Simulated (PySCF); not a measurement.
## Bond curve of NaCl

Set-up: basis Na def2-SVPD, Cl def2-SVPD; no relativity; PySCF 2.14. Energies in eV from Na + Cl in their ground configurations at the same level. State: ¹Σ⁺ (singlet), closed shell.

Curves on a restricted Hartree–Fock reference rise too fast on stretching and do not dissociate correctly.

| R (Å) | PBE0 | PW91 | RHF | RHF-CCSD(T) |
| --- | --- | --- | --- | --- |
| 2.053 | -3.615 | -3.695 | -2.539 |  |
| 2.148 | -3.932 | -4.012 | -2.895 | -3.771 |
| 2.244 | -4.102 | -4.185 | -3.096 | -3.975 |
| 2.315 | -4.161 | -4.246 | -3.173 | -4.055 |
| 2.387 | -4.176 | -4.265 | -3.202 | -4.090 |
| 2.459 | -4.158 | -4.251 | -3.196 | -4.088 |
| 2.554 | -4.095 | -4.195 | -3.145 | -4.046 |
| 2.673 | -3.977 | -4.085 | -3.037 | -3.947 |
| 2.817 | -3.800 | -3.920 | -2.867 | -3.789 |
| 3.008 | -3.540 | -3.674 | -2.612 |  |

Problem. Put a parabola through the three lowest points of the PBE0 curve and estimate Re, k and ωe (reduced mass 13.87 u; 1 eV/Å² = 0.16022 mdyn/Å; ωe = 1302.8·√(k/μ) cm⁻¹).

Solution. Through R = 2.315, 2.387, 2.459 Å the second-order coefficient is 3.18 eV/Å², so Re ≈ 2.384 Å, k ≈ 1.02 mdyn/Å and ωe ≈ 353 cm⁻¹. A polynomial fit of higher order to the unrounded PBE0 energies gives Re = 2.380 Å, k = 1.06 mdyn/Å, ωe = 361 cm⁻¹; anharmonicity and rounding make the difference.

The higher-order fit for each curve: PBE0: Re = 2.380 Å, ωe = 361 cm⁻¹, De = 4.18 eV; PW91: Re = 2.389 Å, ωe = 351 cm⁻¹, De = 4.26 eV; RHF: Re = 2.407 Å, ωe = 357 cm⁻¹, De = 3.20 eV; RHF-CCSD(T): Re = 2.419 Å, ωe = 346 cm⁻¹, De = 4.09 eV.

Correlated steps freeze 6 core orbitals. Correlated levels converge slowly with the basis: in double zeta they bind strong bonds too weakly, by up to about 1 eV, and carry superposition errors of some tenths. Where the molecule has an RHF reference, its open-shell atoms are computed with UHF.
